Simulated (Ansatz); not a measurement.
Working through a scan of the bond length of HMg

Program: the Ansatz DFT code, driven from Python.

Notebook, run cell by cell (the value of a cell's last expression is shown):

**Cell 1**
```python
import ansatz as az
from ase.data import atomic_masses, atomic_numbers
import numpy as np
```

**Cell 2**
```python
GEOMETRY = '''
Mg   -0.71440    0.20930   -0.37670
H     0.74390   -0.26950    0.38070
'''
```

**Cell 3**
```python
geometry = az.Crystal.molecule()
for line in GEOMETRY.strip().splitlines():
    symbol, *xyz = line.split()
    geometry = geometry.atom(symbol, [float(v) for v in xyz])
```

**Cell 4**
```python
symbols = [site.symbol for site in geometry.cartesian_sites]
start = np.array([site.position_ang for site in geometry.cartesian_sites])
axis = (start[1] - start[0]) / np.linalg.norm(start[1] - start[0])
moving = [1]
lengths, energies = [1.506, 1.575, 1.643, 1.712, 1.78, 1.849, 1.917, 2.02], []
for length in lengths:
    xyz = start.copy()
    xyz[moving] += (length - np.linalg.norm(start[1] - start[0])) * axis
    point = az.Crystal.molecule()
    for symbol, place in zip(symbols, xyz):
        point = point.atom(symbol, place.tolist())
    setup = (
        point.calculation()
        .basis(gaussian='def2-TZVP')
        .functional('R2SCAN0')
        .spin('collinear', total=1)
        .scf(lower_state_search='light')
    )
    r = setup.run(threads=1).report
    energies.append(r['free_energy_ev'])
    print(f'r = {length:6.3f} A  E = {energies[-1]:.5f} eV  <S^2> = {abs(r["mean_field"]["state"]["spin_squared"]):.3f}')
```
Output:
```text
r =  1.506 A  E = -5457.97240 eV  <S^2> = 0.754
r =  1.575 A  E = -5458.13315 eV  <S^2> = 0.755
r =  1.643 A  E = -5458.22390 eV  <S^2> = 0.756
r =  1.712 A  E = -5458.26241 eV  <S^2> = 0.757
r =  1.780 A  E = -5458.25953 eV  <S^2> = 0.759
r =  1.849 A  E = -5458.22503 eV  <S^2> = 0.761
r =  1.917 A  E = -5458.16779 eV  <S^2> = 0.764
r =  2.020 A  E = -5458.05106 eV  <S^2> = 0.770
```

**Cell 5**
```python
# quartic fit about the minimum
fit = np.polynomial.Polynomial.fit(lengths, np.array(energies) - min(energies), 4).convert()
roots = [r.real for r in fit.deriv().roots() if abs(r.imag) < 1e-9 and fit.deriv(2)(r.real) > 0]
r_e = min(roots, key=lambda r: abs(r - lengths[int(np.argmin(energies))]))
print(f'minimum of the fit at {r_e:.4f} A, force constant {fit.deriv(2)(r_e):.2f} eV/A^2')
m1, m2 = (atomic_masses[atomic_numbers[s]] for s in symbols)
mu = m1 * m2 / (m1 + m2)
print(f'harmonic wavenumber {521.4709 * np.sqrt(fit.deriv(2)(r_e) / mu):.0f} 1/cm, rotational constant {16.857629 / (mu * r_e ** 2):.4f} 1/cm')
```
Output:
```text
minimum of the fit at 1.7394 A, force constant 7.85 eV/A^2
harmonic wavenumber 1485 1/cm, rotational constant 5.7571 1/cm
```

The lowest point is at 1.712 Å. At the shortest distance (1.51 Å) the energy is 0.29 eV higher, at the longest (2.02 Å) 0.21 eV.

Caveats:
- The settings weren't tested for convergence.
- The basis set is modest, and single-reference methods fail as a bond breaks.
- The species is open-shell (spin multiplicity 2).
- Hardware and time: 5.1 s on 1 thread of Intel(R) Xeon(R) 6975P-C (Granite Rapids), on a shared host, peak memory 0.19 GiB.
